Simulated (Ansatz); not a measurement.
Computed with Ansatz on PBE0-D4/def2-TZVP structures; ΔE is electronic, products minus reactants. CBS: MP2 limit from def2 TZ/QZ plus the TZ coupled-cluster correction, frozen cores. Functionals use def2-TZVPP. B3LYP here is the variant with VWN-RPA as its local correlation; programs differ in this. HSE06 is defined as in plane-wave codes. Each species was taken in one conformer, which may not be the lowest.

`C=CCOC=O` → methacrylic acid  (isomerisation)

`C=CCOC=O`:

```xyz
12

C     1.619    0.491   -1.519
C     0.468    0.740   -0.914
C    -0.285   -0.273   -0.132
O    -0.552    0.275    1.170
C    -1.304   -0.481    1.964
O    -1.759   -1.551    1.687
H     2.121    1.244   -2.114
H     2.098   -0.480   -1.445
H     0.007    1.721   -0.993
H    -1.243   -0.515   -0.604
H     0.277   -1.204   -0.026
H    -1.445    0.033    2.927
```

`C=C(C)C(=O)O`:

```xyz
12

C    -1.306    0.046    1.048
C    -0.237    0.067    0.257
C     0.917    0.999    0.430
C    -0.212   -0.910   -0.867
O    -1.069   -1.714   -1.121
O     0.910   -0.804   -1.604
H    -1.398    0.726    1.886
H    -2.108   -0.658    0.863
H     1.060    1.619   -0.458
H     1.849    0.448    0.578
H     0.757    1.651    1.289
H     0.837   -1.470   -2.301
```

```csv
level,ΔE (kcal/mol),difference from CCSD(T)/CBS
LDA (SPW92),-20.7,-2.2
PBE-D4,-19.0,-0.5
revPBE-D4,-19.1,-0.6
BLYP-D4,-17.4,1.1
r2SCAN-D4,-19.6,-1.1
B97M-V,-19.8,-1.3
PBE0-D4,-19.5,-1.0
B3LYP-D4,-17.9,0.6
r2SCANh-D4,-19.7,-1.2
r2SCAN0-D4,-19.9,-1.4
HSE06-D4,-19.5,-1.0
CAM-B3LYP-D4,-17.8,0.7
ωB97X-V,-18.1,0.4
ωB97M-V,-18.7,-0.2
B2PLYP,-17.7,0.8
PBE-QIDH,-19.6,-1.1
PBE,-18.4,0.1
revPBE,-17.5,1.0
BLYP,-16.1,2.4
r2SCAN,-19.5,-1.0
PBE0,-19.1,-0.6
B3LYP,-17.0,1.5
r2SCANh,-19.6,-1.1
r2SCAN0,-19.8,-1.3
CAM-B3LYP,-17.3,1.2
LC-ωPBE,-18.8,-0.3
RPA@PBE/def2-TZVPP,-16.5,2.0
HF/def2-SVP,-17.2,1.3
MP2/def2-SVP,-20.4,-1.9
CCSD/def2-SVP,-18.3,0.2
CCSD(T)/def2-SVP,-18.6,-0.1
HF/def2-TZVPP,-15.8,2.7
SCS-MP2/def2-TZVPP,-17.9,0.6
CCSD/def2-TZVPP,-17.7,0.8
CCSD(T)/def2-TZVPP,-18.1,0.4
HF/def2-QZVPP,-15.6,2.9
MP2/def2-QZVPP,-19.7,-1.2
HF/CBS(def2),-15.5,3.0
MP2/CBS(def2),-20.0,-1.5
CCSD/CBS(def2),-18.1,0.4
CCSD(T)/CBS,-18.5,0
```

Largest T1 diagnostic among the species: 0.014.

From BLYP to BHLYP (50 % exact exchange), in def2-TZVPP and without D4, ΔE moves by −1.3 kcal/mol. The D4 term adds −0.9 kcal/mol with B3LYP and −0.5 kcal/mol with PBE0; it sums over pairs of atoms, weighted by their polarisabilities, and B3LYP, whose exchange is more repulsive, gets the larger term. Leaving LDA and LC-ωPBE aside and taking each functional with its dispersion term where it has one, the values spread over 2.6 kcal/mol, from r2SCAN0-D4 to BLYP-D4. LDA lies −2.3 kcal/mol from PBE without D4.
